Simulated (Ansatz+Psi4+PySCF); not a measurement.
| atom | x (Å) | y (Å) | z (Å) |
| --- | --- | --- | --- |
| O | 0.1193 | 0.0000 | 0.0000 |
| H | -0.4770 | 0.7632 | 0.0000 |
| H | -0.4770 | -0.7632 | 0.0000 |

Basis set: cc-pVTZ (spherical functions). Frozen core: 1 orbital. Charge 0, multiplicity 1.

Computed with Ansatz (development build ahead of 0.2.0) and Psi4 1.11; each method stands on the lowest determinant of its kind that the runs found. Restricted open shells among the atoms or ions are ROHF, correlated in semicanonical orbitals with singles.

(1) Give the vertical ionization energy (product with multiplicity 2 at the same shape, open shells in the same class of orbitals) of singlet H2O by RHF-MP2, RHF.

Results:

(1)

| method | ionization energy |
| --- | --- |
| RHF-MP2 | 12.62 eV |
| RHF | 11.01 eV |
